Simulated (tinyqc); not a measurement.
Inside a calculation (part 2 of 2). Method: LCCD on RHF in the sto-3g basis, frozen core, for H2F+, spin multiplicity 1. Computed by tinyqc, a small Python program that keeps every step (integrals from PySCF). Command: `OMP_NUM_THREADS=1 python tinyqc.py 21649 21650 out.jsonl` (the two numbers bound the seeds that draw the settings). One thread of a shared host (Intel(R) Xeon(R) Processor @ 2.60GHz), about 0.1 s of CPU time with the checks.

Geometry (angstrom):
```
atom        x         y        z
F     0.00000   0.00000  0.00000
H     0.00000   0.88300  0.58300
H     0.00000  -0.95700  0.63200
```

## LCCD: amplitude update 3

Amplitudes after update 2 (spin orbitals 1a, 1b, ...; amplitudes related by a flip of all spins are not repeated; the 24 largest):
```
from      to         t
3a 3b  7a 7b  -0.09177
4a 4b  6a 6b  -0.05926
3a 4b  6b 7a   0.05210
3a 3b  6a 6b  -0.04710
3a 4b  6a 7b  -0.03048
2a 4b  6a 6b  -0.02799
4a 4b  7a 7b  -0.02616
3a 4b  6a 6b   0.02551
2a 3b  6a 7b  -0.02517
3a 4a  6a 7a   0.02162
2a 2b  6a 6b  -0.01726
2a 2b  7a 7b  -0.01383
3a 4b  7a 7b  -0.01317
2a 3a  6a 7a  -0.01277
2a 3b  6b 7a   0.01240
5a 5b  6a 6b  -0.01223
2a 3b  7a 7b  -0.01151
5a 5b  7a 7b  -0.00840
2a 3b  6a 6b   0.00788
2a 4b  6b 7a   0.00666
3a 3b  6a 7b   0.00602
2a 4b  6a 7b  -0.00492
4a 4b  6a 7b   0.00405
2a 2b  6a 7b  -0.00228
```

Two-electron integrals over orbitals (pq|rs), unique and non-zero (hartree); the lowest 1 orbital is frozen and left out:
```
(22|22) 0.85939    (32|22) 0.00199    (32|32) 0.15363    (33|22) 0.74766
(33|32) -0.00525   (33|33) 0.71873    (42|22) -0.00649   (42|32) 0.00192
(42|33) -0.00793   (42|42) 0.16135    (43|22) 0.00885    (43|32) 0.00708
(43|33) 0.00997    (43|42) -0.01067   (43|43) 0.04878    (44|22) 0.81104
(44|32) -0.01305   (44|33) 0.69877    (44|42) -0.08238   (44|43) 0.01045
(44|44) 0.86636    (52|52) 0.18337    (53|52) -0.00692   (53|53) 0.03783
(54|52) -0.03111   (54|53) 0.00229    (54|54) 0.05202    (55|22) 0.88297
(55|32) -0.00981   (55|33) 0.73757    (55|42) -0.05066   (55|43) 0.01152
(55|44) 0.82447    (55|55) 0.99751    (62|22) -0.12954   (62|32) 0.01546
(62|33) -0.08173   (62|42) -0.04677   (62|43) -0.00393   (62|44) -0.08852
(62|55) -0.13399   (62|62) 0.06838    (63|22) 0.04597    (63|32) 0.01985
(63|33) 0.04064    (63|42) -0.01162   (63|43) 0.01859    (63|44) 0.03418
(63|55) 0.04862    (63|62) -0.01628   (63|63) 0.06931    (64|22) -0.15569
(64|32) -0.01067   (64|33) -0.09315   (64|42) 0.01397    (64|43) -0.00807
(64|44) -0.15889   (64|55) -0.16102   (64|62) 0.05590    (64|63) -0.03458
(64|64) 0.08784    (65|52) -0.04671   (65|53) 0.00642    (65|54) -0.01054
(65|65) 0.02317    (66|22) 0.54721    (66|32) -0.03531   (66|33) 0.53249
(66|42) 0.06318    (66|43) -0.02683   (66|44) 0.52838    (66|55) 0.52797
(66|62) -0.04506   (66|63) -0.03717   (66|64) -0.01148   (66|66) 0.56915
(72|22) -0.04374   (72|32) -0.06729   (72|33) -0.01863   (72|42) -0.00238
(72|43) 0.01948    (72|44) -0.03480   (72|55) -0.04383   (72|62) 0.00660
(72|63) 0.01952    (72|64) 0.01759    (72|66) -0.01606   (72|72) 0.05989
(73|22) -0.21133   (73|32) 0.02155    (73|33) -0.16095   (73|42) 0.05258
(73|43) -0.00066   (73|44) -0.19665   (73|55) -0.23110   (73|62) 0.06120
(73|63) -0.01193   (73|64) 0.08641    (73|66) -0.02957   (73|72) 0.02535
(73|73) 0.16313    (74|22) -0.01178   (74|32) 0.04967    (74|33) -0.00641
(74|42) -0.00890   (74|43) -0.00681   (74|44) -0.01505   (74|55) -0.01305
(74|62) 0.01163    (74|63) 0.03803    (74|64) -0.00489   (74|66) -0.03274
(74|72) -0.00810   (74|73) 0.02084    (74|74) 0.04540    (75|52) -0.01497
(75|53) -0.02455   (75|54) 0.00050    (75|65) 0.00193    (75|75) 0.02054
(76|22) 0.00269    (76|32) 0.07749    (76|33) 0.00058    (76|42) 0.00728
(76|43) 0.04426    (76|44) -0.01253   (76|55) -0.00288   (76|62) -0.00336
(76|63) 0.06960    (76|64) -0.02334   (76|66) -0.06717   (76|72) 0.00369
(76|73) 0.03155    (76|74) 0.04864    (76|76) 0.12612    (77|22) 0.60167
(77|32) 0.04610    (77|33) 0.60074    (77|42) 0.00694    (77|43) 0.02265
(77|44) 0.57130    (77|55) 0.58763    (77|62) -0.04030   (77|63) 0.05352
(77|64) -0.04559   (77|66) 0.48908    (77|72) -0.01245   (77|73) -0.05145
(77|74) 0.02722    (77|76) 0.06317    (77|77) 0.59813
```

orbital energies (hartree): MO1 -26.57435, MO2 -1.98708, MO3 -1.10820, MO4 -1.01777, MO5 -0.99804, MO6 -0.08791, MO7 0.07312

t_ij^ab D_ij^ab are set to the remaining terms of the spin-orbital equations, evaluated with the old amplitudes; for the doubles these are <ij||ab> + 1/2 <ab||ef> t_ij^ef + 1/2 <mn||ij> t_mn^ab + P(ij)P(ab) <mb||ej> t_im^ae, D the orbital-energy denominators (linear CCD). DIIS then mixes the stored amplitudes.

DIIS coefficients: -0.60258  1.60258

Amplitudes after update 3 (spin orbitals 1a, 1b, ...; amplitudes related by a flip of all spins are not repeated; the 24 largest):
```
from      to         t
3a 3b  7a 7b  -0.09501
4a 4b  6a 6b  -0.06128
3a 4b  6b 7a   0.05307
3a 3b  6a 6b  -0.04876
3a 4b  6a 7b  -0.03321
2a 4b  6a 6b  -0.02901
4a 4b  7a 7b  -0.02669
3a 4b  6a 6b   0.02661
2a 3b  6a 7b  -0.02552
3a 4a  6a 7a   0.01987
2a 2b  6a 6b  -0.01712
3a 4b  7a 7b  -0.01380
2a 3b  6b 7a   0.01353
2a 2b  7a 7b  -0.01351
5a 5b  6a 6b  -0.01212
2a 3b  7a 7b  -0.01201
2a 3a  6a 7a  -0.01200
2a 3b  6a 6b   0.00818
5a 5b  7a 7b  -0.00800
2a 4b  6b 7a   0.00667
3a 3b  6a 7b   0.00613
2a 4b  6a 7b  -0.00508
4a 4b  6a 7b   0.00420
2a 2b  6a 7b  -0.00238
```

correlation energy = -0.0533043 hartree

## LCCD: convergence

E_corr = 1/4 sum <ij||ab> t_ij^ab; stop when the norm of the change is below 1e-8.

Course of the amplitude iterations:
```
update  correlation energy (hartree)  norm of the change
0                         -0.0407100                   -
1                         -0.0495439            6.56e-02
2                         -0.0520155            2.26e-02
3                         -0.0533043            8.94e-03
4                         -0.0532975            1.17e-03
5                         -0.0533014            2.99e-04
6                         -0.0533013            1.59e-05
7                         -0.0533013            1.52e-06
8                         -0.0533013            1.66e-07
9                         -0.0533013            6.03e-08
10                        -0.0533013            4.68e-09
```

Converged amplitudes (spin orbitals 1a, 1b, ...; amplitudes related by a flip of all spins are not repeated; the 24 largest):
```
from      to         t
3a 3b  7a 7b  -0.09531
4a 4b  6a 6b  -0.06166
3a 4b  6b 7a   0.05293
3a 3b  6a 6b  -0.04837
3a 4b  6a 7b  -0.03353
2a 4b  6a 6b  -0.02911
3a 4b  6a 6b   0.02655
4a 4b  7a 7b  -0.02640
2a 3b  6a 7b  -0.02547
3a 4a  6a 7a   0.01940
2a 2b  6a 6b  -0.01716
3a 4b  7a 7b  -0.01377
2a 3b  6b 7a   0.01360
2a 2b  7a 7b  -0.01350
5a 5b  6a 6b  -0.01212
2a 3b  7a 7b  -0.01201
2a 3a  6a 7a  -0.01188
2a 3b  6a 6b   0.00818
5a 5b  7a 7b  -0.00798
2a 4b  6b 7a   0.00671
3a 3b  6a 7b   0.00631
2a 4b  6a 7b  -0.00514
4a 4b  6a 7b   0.00402
2a 2b  6a 7b  -0.00239
```

LCCD total energy = -98.8866244 hartree

Converged in 10 updates, with DIIS from the third.
